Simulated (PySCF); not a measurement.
These 2 structures share the formula C5H5Cl. Method: PySCF 2.14.0, PBE0-D3(BJ)/def2-SVP geometry optimisation, gas phase. One conformer each; no zero-point energy, no entropy. No frequencies were run at this level. Point groups hold within 0.08 Å.

**Question.** Order them by energy at this level, lowest first, and give relative energies in kJ/mol.
A. `[CH2:1]=[C:2]1[CH:3]=[C:4]1[CH2:5][Cl:6]` with C3–C4–C5–Cl6 0°
B. `C/C=C1C=C\1Cl`

**Answer.** A (0.0), B (8.0).

Neighbours under 10 kJ/mol apart (C=C1C=C1CCl and C/C=C1C=C\1Cl) can change places with a better method, another conformer or zero-point energy.

```tsv
SMILES	E (Eh)	E rel (kJ/mol)	dipole (D)	point group	A, B, C (MHz)
C=C1C=C1CCl	-652.96118	0.0	0.62	Cs	11747, 1306, 1184
C/C=C1C=C\1Cl	-652.95812	8.0	1.30	Cs	10805, 1283, 1155
```

**Question.** As an exercise, what shares would exp(−E/RT) give at 2000 K from these electronic energies alone (no entropy, no degeneracies)?

**Answer.** RT = 16.629 kJ/mol: C=C1C=C1CCl 61.9 %, C/C=C1C=C\1Cl 38.1 %.
